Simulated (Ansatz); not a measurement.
## What each rung costs, and what it gives

The pair of H$_{2}$O (SMILES O, atoms 1–3) and SiH$_{3}$Cl (SMILES [SiH3]Cl, atoms 4–8), both closed shells, in one local arrangement (a lower one may exist), relaxed at PBE0-D4/def2-TZVP:

```xyz
8
angstrom
O -0.0470 -0.0265 -1.9566
H -0.8972 -0.3671 -1.6632
H -0.2370 0.8436 -2.3149
Si 0.3742 -0.0579 1.1876
Cl -1.6183 -0.5409 0.9026
H 0.6113 1.3083 0.6766
H 1.2152 -1.0670 0.5148
H 0.5987 -0.0925 2.6529
```

Interaction energies are counterpoise-corrected; the time is that of the whole pair.

Computed with Ansatz 0.2.0 (basis: as named in each row); correlated methods freeze the cores. B3LYP uses VWN-RPA correlation. Extrapolation: Hartree–Fock as exp(−7.88 √X), correlation as X^−2.97.

Times are rough, for one single point on 4 threads of a shared host (Arm Neoverse V1).

The estimate by CCSD(T) at an estimated basis limit (MP2 extrapolated from triple and quadruple zeta, plus CCSD(T) − MP2 in triple zeta) is -0.127 eV.

| method | basis | time (s) | interaction energy (eV) | method less estimate |
| --- | --- | --- | --- | --- |
| HF | STO-3G | under 1 | -0.016 | 0.111 |
| PBE-D4 | STO-3G | under 1 | -0.092 | 0.035 |
| SPW92 | def2-SVP | under 1 | -0.227 | -0.099 |
| B3LYP-D4 | 6-31G | under 1 | -0.168 | -0.041 |
| PBE-D4 | def2-SVP | under 1 | -0.144 | -0.017 |
| PBE0-D4 | def2-SVP | 1 | -0.144 | -0.017 |
| CCSD(T) | def2-SVP | 2 | -0.056 | 0.071 |
| revPBE-D4 | def2-TZVPPD | 2 | -0.110 | 0.017 |
| BLYP-D4 | def2-TZVPPD | 3 | -0.111 | 0.016 |
| PBE-D4 | def2-TZVPPD | 3 | -0.133 | -0.006 |
| B3LYP-D4 | def2-TZVPPD | 3 | -0.122 | 0.005 |
| wB97M-V | def2-SVP | 3 | -0.142 | -0.015 |
| HSE06-D4 | def2-TZVPPD | 3 | -0.129 | -0.002 |
| PBE0-D4 | def2-TZVPPD | 4 | -0.130 | -0.003 |
| r2SCAN-D4 | def2-TZVPPD | 4 | -0.139 | -0.012 |
| B97M-V | def2-TZVPPD | 6 | -0.135 | -0.008 |
| B2PLYP | def2-TZVPPD | 6 | -0.078 | 0.049 |
| wB97X-V | def2-TZVPPD | 7 | -0.131 | -0.004 |
| wB97M-V | def2-TZVPPD | 8 | -0.136 | -0.009 |
| MP2 | def2-QZVPPD | 22 | -0.119 | 0.008 |
| CCSD(T) | def2-TZVPPD | 52 | -0.105 | 0.022 |

T1 diagnostic: at most 0.011.
